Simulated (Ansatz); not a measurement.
The same path of CH7BSi (10 atoms, charge 0, multiplicity 1) was run twice with different band settings. The coordinate that changes most is the dihedral B1–C2–Si3–H10.

Level of theory: Ansatz 0.2.0, RHF/def2-SVP.

Relaxed end points:

```xyz
10
Properties=species:S:1:pos:R:3
B -0.216 -0.918 -1.279
C 0.429 -0.648 0.117
Si -0.097 1.038 0.822
H -1.300 -1.431 -1.367
H 0.335 -0.574 -2.290
H 1.521 -0.620 0.075
H 0.119 -1.382 0.867
H -1.568 1.100 1.000
H 0.549 1.242 2.140
H 0.310 2.141 -0.081
```

```xyz
10
Properties=species:S:1:pos:R:3
B 0.463 -0.719 -1.342
C 0.013 -0.768 0.152
Si -0.312 0.973 0.845
H -0.348 -0.725 -2.230
H 1.625 -0.623 -1.633
H 0.775 -1.204 0.805
H -0.927 -1.312 0.286
H -0.722 0.868 2.265
H 0.909 1.812 0.765
H -1.394 1.649 0.088
```

Common settings: spring 5.0 eV/Å²; optimiser quadratic models (default); start path IDPP; force threshold 0.03 eV/Å; iteration limit 60; end points relaxed.

| run | movable images | climbing image |
| --- | --- | --- |
| 1 | 7 | yes |
| 2 | 4 | no |

Question: What does each run give, and how far can it be trusted?

Answer: Run 1: converged after 6 iterations, highest image 0.058 eV above the first end. A vibrational analysis at the climbing image gives one clearly imaginary mode, 125i cm⁻¹: a first-order saddle point.
Run 2: converged after 6 iterations, highest image 0.053 eV above the first end. No image climbed, so the highest image needn't sit at the top of the path.
